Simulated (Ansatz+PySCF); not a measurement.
**singlet CS: levels of theory in one basis**

```xyz
2

C     0.0000    0.0000   -3.3495
S     0.0000    0.0000    1.2560
```

Basis set: 6-31G (spherical functions). Correlated methods keep 6 orbitals frozen. Charge 0, multiplicity 1.

Computed with Ansatz (development build ahead of 0.2.0); each method stands on the lowest determinant of its kind that the runs found. NEVPT2 correlates all electrons. Active spaces start from the frontier orbitals, and the lowest solution found is given.

```json
{"method": "RHF", "E − E(RHF) (eV)": "0.00", "<S²> of the determinant": "0.00"}
{"method": "UHF", "E − E(RHF) (eV)": "-4.57", "<S²> of the determinant": "2.00"}
{"method": "RHF-MP2", "E − E(RHF) (eV)": "-1.79", "<S²> of the determinant": "–"}
{"method": "UHF-MP2", "E − E(RHF) (eV)": "-5.69", "<S²> of the determinant": "2.00"}
{"method": "RHF-CCSD", "E − E(RHF) (eV)": "-2.98", "<S²> of the determinant": "–"}
{"method": "RHF-CCSD(T)", "E − E(RHF) (eV)": "-3.09", "<S²> of the determinant": "–"}
{"method": "UHF-CCSD(T)", "E − E(RHF) (eV)": "-6.22", "<S²> of the determinant": "2.00"}
{"method": "UHF-CCSDT(Q)", "E − E(RHF) (eV)": "-6.23", "<S²> of the determinant": "2.00"}
{"method": "full CI (lowest root of this spin)", "E − E(RHF) (eV)": "-6.23", "<S²> of the determinant": "–"}
{"method": "CASSCF(10,8)", "E − E(RHF) (eV)": "-5.05", "<S²> of the determinant": "–"}
{"method": "SC-NEVPT2(10,8)", "E − E(RHF) (eV)": "-5.89", "<S²> of the determinant": "–"}
```

(1) What does RHF-CCSDT(Q) give on the same scale?

(2) Is a single determinant a sound starting point here?

Answers

(1) -3.17 eV.

At such a shape the full CI root can have another spatial symmetry than the determinants, so the rows needn't describe one state.

(2) It is doubtful. Unrestricted orbitals lower Hartree–Fock by 4.57 eV and <S²> is 2.00 where a pure state has 0.00, a sign of strong static correlation. The CASSCF(10,8) natural occupations are 2.00, 2.00, 1.96, 1.01, 1.01, 0.99, 0.99, 0.04.

Caution for RHF, RHF-MP2, RHF-CCSD, RHF-CCSD(T), RHF-CCSDT(Q): an unrestricted determinant lies well below. Caution for UHF, UHF-MP2, UHF-CCSD(T), UHF-CCSDT(Q): the unrestricted determinant is a mixture of spin states. Caution for RHF-MP2, RHF-CCSD, RHF-CCSD(T), RHF-CCSDT(Q): large amplitudes, a single reference is doubtful. Caution for UHF-MP2, UHF-CCSD(T), UHF-CCSDT(Q): bonds are stretched, where a single reference can fail; a plain start can end on a higher determinant. Caution for RHF-CCSD(T): the program finds a lower state of this spin; the program doubts this total.
